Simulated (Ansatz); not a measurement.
# O₂+ (doublet): the correlation ladder, 6-31G

Aim: climb from Hartree-Fock through coupled cluster and multireference methods for O₂+ (doublet) at one geometry and basis, and see what each rung misses.

Program: Ansatz 0.2.0, Gaussian basis. Level of theory: 6-31G, core rule «outside noble gas», up to 2 orbitals frozen. These are calculated values, not measurements.

To be run: UHF; CCSD(T) on ROHF; CCSD(T) on UHF; BCCD(T) on ROHF; CISD; CCSDT(Q) on ROHF; CCSDT(Q) on UHF; CISDTQ; CCSDTQ on ROHF; CCSDTQ on UHF; CASSCF and MRCISD+Q, 11 electrons in 8 orbitals; CASSCF and NEVPT2, 11 electrons in 8 orbitals; Full CI; Full CI in the symmetry of the determinant.

13 further runs of the same task are left out: 3 that didn't finish, 10 set aside as unsound or not needed.

### Step 1. The geometry

The geometry is a PBE0/def2-TZVP stationary point (not a proven minimum) of the parent state, kept for this charge and spin.

2 atoms, charge 1, spin multiplicity 2.

Atoms are counted from 1 here; the program's logs count them from 0.

Bond lengths: O1–O2 1.193 Å.

### Step 2. UHF

in.yaml

```yaml
crystal:
  periodic: [false, false, false]
  atoms:
    - {symbol: O, position_ang: [0.000000, 0.000000, 0.000000]}
    - {symbol: O, position_ang: [0.000000, 0.000000, 1.192971]}
basis:
  gaussian: {orbitals: 6-31G}
total_charge: 1
magnetization: {spin_polarized: true, initial_magnetization: 1}
hamiltonian: {xc: hf}
output: {orbitals: {seedname: orbitals}}
```

Launch:

```sh
$ ansatz run in.yaml --threads 1 --pin off --events-out ev --progress --plain --max-ram 2393MiB
```

Further steps of the session: CCSD(T) on ROHF; CCSD(T) on UHF; BCCD(T) on ROHF; CISD; CCSDT(Q) on ROHF; CCSDT(Q) on UHF; CISDTQ; CCSDTQ on ROHF; CCSDTQ on UHF; CASSCF and MRCISD+Q, 11 electrons in 8 orbitals; CASSCF and NEVPT2, 11 electrons in 8 orbitals; Full CI; Full CI in the symmetry of the determinant.

Q: Predict the results of all the runs planned. Wanted: FCI below the RHF energy; RMP2 from FCI; UMP2 from FCI; RCCSD from FCI; RCCSD(T) from FCI; UCCSD(T) from FCI; RCCSDT(Q) from FCI; UCCSDT(Q) from FCI; NEVPT2 valence from FCI.

As calculated:

```
                         quantity                                                     value
         FCI below the RHF energy                                                -8.4962 eV
                    RMP2 from FCI                                                -826.8 meV
                    UMP2 from FCI                                               +1965.9 meV
                   RCCSD from FCI                                                +446.6 meV
                RCCSD(T) from FCI                                                +130.7 meV
                UCCSD(T) from FCI                                                +160.0 meV
               RCCSDT(Q) from FCI                                                 -10.6 meV
               UCCSDT(Q) from FCI                                                 +18.7 meV
          NEVPT2 valence from FCI                                                +584.5 meV
        MRCISD+Q valence from FCI                                                 +29.5 meV
levels within 1 kcal/mol (43 meV)  RCCSDT(Q), UCCSDT(Q), RCCSDTQ, UCCSDTQ, MRCISD+Q valence
                    T1 diagnostic                                                     0.015
   effectively unpaired electrons                                                      1.17
```

What this shows: RCCSD(T) misses by +130.7 meV, 1.5 % of the correlation energy. CCSD(T) misses by +130.7 meV on the restricted determinant and by +160.0 meV on the unrestricted one; the two need not hold the same state or core. RMP2, RCCSDT(Q) fall below full CI, which methods that aren't variational can do. One determinant dominates. Of the multireference levels listed MRCISD+Q valence comes nearest in total energy (+29.5 meV), which doesn't show that its space is the better one. Coupled cluster took another determinant than the lowest Hartree-Fock one. These misses are within one basis, not against nature; the frozen cores of restricted and unrestricted runs differ, which can shift their rows.
